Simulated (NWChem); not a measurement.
**Correlation energy of Al**

```xyz
1

Al     0.0000     0.0000     0.0000
```
Charge 0, spin multiplicity 2.

All runs are NWChem calculations.

Basis set: 6-311G**. Each correlation energy counts from its own Hartree-Fock reference.

The correlated methods keep 5 core orbitals frozen. The Pople sets run with spherical d functions. No SCF solution was tested for a lower state. Open-shell Hartree-Fock references start from PBE0 orbitals. Coupled-cluster values serve here as a point of comparison, not as the truth.

```json
[
 {"method": "UMP2", "correlation energy (mHa)": "-30.1"},
 {"method": "SCS-UMP2", "correlation energy (mHa)": "…"},
 {"method": "CCSD on UHF", "correlation energy (mHa)": "-44.5"},
 {"method": "CCSD[T] on UHF", "correlation energy (mHa)": "-45.1"},
 {"method": "CCSD(T) on UHF", "correlation energy (mHa)": "-45.0"},
 {"method": "CCSD on ROHF", "correlation energy (mHa)": "…"},
 {"method": "CCSD[T] on ROHF", "correlation energy (mHa)": "-47.2"},
 {"method": "CCSD(T) on ROHF", "correlation energy (mHa)": "-47.2"},
 {"method": "CCSDT on ROHF", "correlation energy (mHa)": "-47.4"}
]
```

Problem. Complete the blanks.

Solution. 
- SCS-UMP2, correlation energy (mHa): -34.6
- CCSD on ROHF, correlation energy (mHa): -46.6
